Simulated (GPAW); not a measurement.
# One shape, several levels: CH4Mg (MgMeH)

Wanted: a comparison of 3 runs (PBE/real-space grid, RPBE/real-space grid, PBE/dzp) of CH4Mg (MgMeH). 

The calculation is run with GPAW 26.7.0.

2 further runs of the same task are left out: 2 set aside as unsound or not needed. Runs told in other sessions of the task aren't counted.

### 1 The system as given

CH4Mg: 6 atoms, total charge 0, spin state singlet. SMILES: `[H][Mg][CH3]`. Geometry: a GFN2-xTB relaxation, a rough one for these elements and not checked as a minimum.

Bond lengths: Mg1–C2 2.104 Å, C2–H3 1.090 Å, C2–H4 1.091 Å, C2–H5 1.097 Å, Mg1–H6 1.684 Å. Angles: Mg1–C2–H3 118.0°, Mg1–C2–H4 114.7°, Mg1–C2–H5 103.1°, C2–Mg1–H6 143.9°, H3–C2–H4 106.8°, H3–C2–H5 106.8°, H4–C2–H5 106.6°.

### 2 The charge distribution at PBE/real-space grid (scalar-relativistic datasets) (run 1)

Contents of mol.xyz:

```xyz
6

Mg     0.207940     0.337650    -1.335350
C      0.048610     0.079020     0.746760
H     -0.325250     0.913980     1.338460
H      0.961290    -0.269150     1.233350
H     -0.686000    -0.730640     0.841310
H     -0.206590    -0.330850    -2.824540
```

Contents of mol_sp.py:

```python
import numpy as np
from ase.io import read
from ase.units import Debye
from gpaw import GPAW

# Atomic positions
atoms = read('mol.xyz')
atoms.center(vacuum=5.5)

# Ground state
dft = GPAW(mode='fd', h=0.18, xc='PBE', maxiter=150, txt='-')
atoms.calc = dft

energy = atoms.get_potential_energy()
print(f'Energy                  {energy:.5f} eV')
forces = atoms.get_forces()
print('Forces (eV/Ang)')
for symbol, f in zip(atoms.symbols, forces):
    print(f'{symbol:2} {f[0]:9.4f} {f[1]:9.4f} {f[2]:9.4f}')
dipole = atoms.get_dipole_moment() / Debye
print(f'Dipole                  {np.linalg.norm(dipole):.3f} D')
homo, lumo = dft.get_homo_lumo()
print(f'HOMO = {homo:.3f} eV')
print(f'LUMO: {lumo:.3f} eV')
print(f'Gap                     {lumo - homo:.3f} eV')
```

On the command line:

```bash
$ python3 -u mol_sp.py | tee mol_sp.out
```

Log:

```text
[...]
Number of symmetries: 1
[...]
  Number of IBZ points: 1
[...]
Spin-components: 1 (collinear spins)
Bands:           15
[...]
  Valence electrons: 18.0
[...]
  Grid points: [72 72 84]
  Charge: 0.0  # |e|
[...]
    cutoffs:
[...]
occupation numbers:
  # Zero width
[...]
xc functional:
  name: PBE with 2 nearest neighbor stencil
[...]
|iter     |     time |      energy | eigst |  dens |
[...]
|iter:   1| 00:00:04 |  -28.434410 | +1.09 |       |
[...]
|iter:  14| 00:00:31 |  -23.391114c| -7.60c| -5.81c|
Converged in 14 steps
[...]
Energy contributions relative to reference atoms: (reference = -6527.233653)
Energy contributions:
  Kinetic:          20.329102
  Coulomb:         -21.845300
  Zero:              0.039368
  External:          0.000000
  Xc:              -21.914284
  Entropy:           0.000000
  Spinorbit:         0.000000
  ----------------------------
  Free energy:     -23.391114
  Extrapolated:    -23.391114
dipole moment: (0.223276, 0.360617, -0.005610)  # |e|*Ang
Fermi level: -3.659
Eigenvalues  # (at kpt = [0.000, 0.000, 0.000])
| band index |      eig [eV] | occ [0-2] |
|------------|---------------|-----------|
|          0 |       -79.829 |     2.000 |
|          1 |       -46.709 |     2.000 |
|          2 |       -46.694 |     2.000 |
|          3 |       -46.422 |     2.000 |
|          4 |       -15.876 |     2.000 |
|          5 |        -8.865 |     2.000 |
|          6 |        -8.824 |     2.000 |
|          7 |        -6.886 |     2.000 |
|          8 |        -5.505 |     2.000 |
|          9 |        -1.813 |     0.000 |
|         10 |        -0.936 |     0.000 |
|         11 |        -0.352 |     0.000 |
[...]
Gap: 3.692 eV
Transition (v -> c):
[...]
Forces (eV/Ang)
Mg   -0.1761   -0.2849    0.5238
C     0.0983    0.1349   -0.2562
H    -0.1174    0.3069    0.1193
H     0.2966   -0.0858    0.0789
H    -0.1584   -0.1670   -0.0177
H     0.0589    0.0915   -0.4565
Dipole                  2.037 D
HOMO = -5.505 eV
LUMO: -1.813 eV
Gap                     3.692 eV
```

Wall time 32 s (1 thread of Arm Neoverse V2, shared host); peak memory 1 GiB.

### 3 The charge distribution at RPBE/real-space grid (scalar-relativistic datasets) (run 2)

Contents of mol_sp.py:

```python
from ase import Atoms
from gpaw import GPAW
from gpaw.analyse.hirshfeld import HirshfeldPartitioning
from gpaw.utilities.adjust_cell import adjust_cell

# Atomic positions
atoms = Atoms("MgCHHHH",
    positions=[[  0.207940,   0.337650,  -1.335350],
               [  0.048610,   0.079020,   0.746760],
               [ -0.325250,   0.913980,   1.338460],
               [  0.961290,  -0.269150,   1.233350],
               [ -0.686000,  -0.730640,   0.841310],
               [ -0.206590,  -0.330850,  -2.824540]])
adjust_cell(atoms, 4.5, h=0.16)

# GPAW settings
calc = GPAW(mode="fd", maxiter=120, xc="RPBE", h=0.16, legacy_gpaw=True, txt="-")
atoms.calc = calc

energy = atoms.get_potential_energy()
print(f"Energy: {energy:.5f} eV")
homo, lumo = calc.get_homo_lumo()
print(f"HOMO: {homo:.3f} eV")
print(f"LUMO                    {lumo:.3f} eV")
print(f"Gap = {lumo - homo:.3f} eV")
hirshfeld = HirshfeldPartitioning(calc)
charges = hirshfeld.get_charges()
volumes = hirshfeld.get_effective_volume_ratios()
for symbol, q, v in zip(atoms.symbols, charges, volumes):
    print(f'{symbol:2} charge {q:7.3f}  volume ratio {v:6.3f}')
```

On the command line:

```bash
$ python mol_sp.py > mol_sp.log
```

Log:

```text
[...]
    cutoffs:
[...]
  Total Charge: 0.000000
[...]
Number of atoms: 6
[...]
Number of bands in calculation: 15
Number of valence electrons: 18
[...]
iter:   1 hh:mm:ss   -27.250433
[...]
iter:  35 hh:mm:ss   -22.832082c  -7.48c -6.72c
Converged after 35 iterations.
Dipole moment: (0.230778, 0.372949, -0.008983) |e|*Ang
Energy contributions relative to reference atoms: (reference = -6532.661921)
Kinetic:        +21.098673
Potential:      -22.486481
External:        +0.000000
XC:             -21.505871
Entropy (-ST):   +0.000000
Local:           +0.061597
SIC:             +0.000000
--------------------------
Free energy:    -22.832082
Extrapolated:   -22.832082
 Band  Eigenvalues  Occupancy
    0    -79.93494    2.00000
    1    -46.63457    2.00000
    2    -46.61934    2.00000
    3    -46.33952    2.00000
    4    -15.88295    2.00000
    5     -8.83420    2.00000
    6     -8.79268    2.00000
    7     -6.81785    2.00000
    8     -5.45729    2.00000
    9     -1.74996    0.00000
   10     -0.87563    0.00000
   11     -0.32145    0.00000
   12      0.78751    0.00000
   13      1.18357    0.00000
[...]
Fermi level: -3.60362
Gap: 3.707 eV
Transition (v -> c):
[...]
Mg charge   0.544  volume ratio  0.669
C  charge  -0.295  volume ratio  0.840
H  charge   0.006  volume ratio  0.709
H  charge   0.007  volume ratio  0.706
H  charge   0.011  volume ratio  0.698
H  charge  -0.265  volume ratio  1.045
```

Run time: 64 s. Hardware: 1 thread of Arm Neoverse V2, shared host; peak memory 0.99 GiB.

Atomic charges (e):

```
atom  Hirshfeld
 Mg1     +0.544
  C2     -0.295
  H3     +0.006
  H4     +0.007
  H5     +0.011
  H6     -0.265
```

### 4 Energy and one-electron properties at PBE/dzp (scalar-relativistic datasets) (run 3)

Contents of gs.xyz:

```xyz
6

Mg     0.207940     0.337650    -1.335350
C      0.048610     0.079020     0.746760
H     -0.325250     0.913980     1.338460
H      0.961290    -0.269150     1.233350
H     -0.686000    -0.730640     0.841310
H     -0.206590    -0.330850    -2.824540
```

Contents of calc.py:

```python
import numpy as np
from ase.io import read
from ase.units import Debye
from gpaw import GPAW

molecule = read("gs.xyz")
molecule.center(vacuum=5.5)

calc = GPAW(mode="lcao", xc="PBE", maxiter=150, basis="dzp", h=0.18, txt="-")
molecule.calc = calc

energy = molecule.get_potential_energy()
print(f"Energy: {energy:.5f} eV")
forces = molecule.get_forces()
print("Forces (eV/Ang)")
for symbol, f in zip(molecule.symbols, forces):
    print(f'{symbol:2} {f[0]:9.4f} {f[1]:9.4f} {f[2]:9.4f}')
dipole = molecule.get_dipole_moment() / Debye
print(f"Dipole                  {np.linalg.norm(dipole):.3f} D")
homo, lumo = calc.get_homo_lumo()
print(f"HOMO                    {homo:.3f} eV")
print(f"LUMO: {lumo:.3f} eV")
print(f"Gap = {lumo - homo:.3f} eV")
```

On the command line:

```bash
$ python calc.py > calc.log
```

Log:

```text
[...]
Number of symmetries: 1
[...]
  Number of IBZ points: 1
[...]
basis functions: 52
Spin-components: 1 (collinear spins)
Bands:           15
[...]
  Valence electrons: 18.0
[...]
  Grid points: [72 72 84]
  Charge: 0.0  # |e|
[...]
    cutoffs:
[...]
occupation numbers:
  # Zero width
[...]
xc functional:
  name: PBE with 2 nearest neighbor stencil
[...]
|iter     |     time |      energy | eigst |  dens |
[...]
|iter:   1| 00:00:06 |  -25.677499 |      c|       |
[...]
|iter:   9| 00:00:13 |  -22.513350c|      c| -4.43c|
Converged in 9 steps
[...]
Energy contributions relative to reference atoms: (reference = -6527.233653)
Energy contributions:
  Kinetic:          23.083485
  Coulomb:         -23.610405
  Zero:              0.042484
  External:          0.000000
  Xc:              -22.028915
  Entropy:           0.000000
  Spinorbit:         0.000000
  ----------------------------
  Free energy:     -22.513350
  Extrapolated:    -22.513350
dipole moment: (0.208910, 0.336918, -0.002796)  # |e|*Ang
Fermi level: -3.539
Eigenvalues  # (at kpt = [0.000, 0.000, 0.000])
| band index |      eig [eV] | occ [0-2] |
|------------|---------------|-----------|
|          0 |       -79.622 |     2.000 |
|          1 |       -46.477 |     2.000 |
|          2 |       -46.464 |     2.000 |
|          3 |       -46.208 |     2.000 |
|          4 |       -15.850 |     2.000 |
|          5 |        -8.812 |     2.000 |
|          6 |        -8.762 |     2.000 |
|          7 |        -6.839 |     2.000 |
|          8 |        -5.464 |     2.000 |
|          9 |        -1.613 |     0.000 |
|         10 |        -0.831 |     0.000 |
|         11 |         0.475 |     0.000 |
[...]
Gap: 3.850 eV
Transition (v -> c):
[...]
Forces (eV/Ang)
Mg   -0.2124   -0.3374    0.4164
C     0.1960    0.2849   -0.7665
H    -0.3070    0.7113    0.4288
H     0.7283   -0.2621    0.3201
H    -0.4946   -0.5382    0.0325
H     0.0824    0.1279   -0.4336
Dipole                  1.904 D
HOMO                    -5.464 eV
LUMO: -1.613 eV
Gap = 3.850 eV
```

It took 13 s on 1 thread of Arm Neoverse V2, shared host; peak memory 0.97 GiB.

### 5 The series

```
run                                                level  grid spacing  vacuum round the molecule  energy (Eh)  dipole moment (D)  HOMO energy (eV)  LUMO energy (eV)  wall time
  1   PBE/real-space grid (scalar-relativistic datasets)          0.18                        5.5  -240.731020               2.04             -5.51             -1.81       32 s
  2  RPBE/real-space grid (scalar-relativistic datasets)          0.16                        4.5  -240.909961               2.11             -5.46             -1.75       64 s
  3               PBE/dzp (scalar-relativistic datasets)          0.18                        5.5  -240.698763               1.90             -5.46             -1.61       13 s
```

### 6 What came out

```
                                                     quantity        value
run 3: energy as printed (from the program's reference atoms)  -22.5134 eV
                                         run 3: dipole moment       1.90 D
                                           run 3: HOMO energy     -5.46 eV
                                           run 3: LUMO energy     -1.61 eV
                                         run 3: HOMO–LUMO gap      3.85 eV
                              run 3: largest force on an atom   0.885 eV/Å
```

**Reading.** The dipole moment (its size) runs from 1.90 D (PBE/dzp) to 2.11 D (RPBE/real-space grid). The two ends differ in method and basis. The HOMO–LUMO gap runs from 3.69 eV (PBE/real-space grid) to 3.85 eV (PBE/dzp). Totals of different functionals can't be ranked against each other. All runs together took 1.8 min, the longest 64 s.
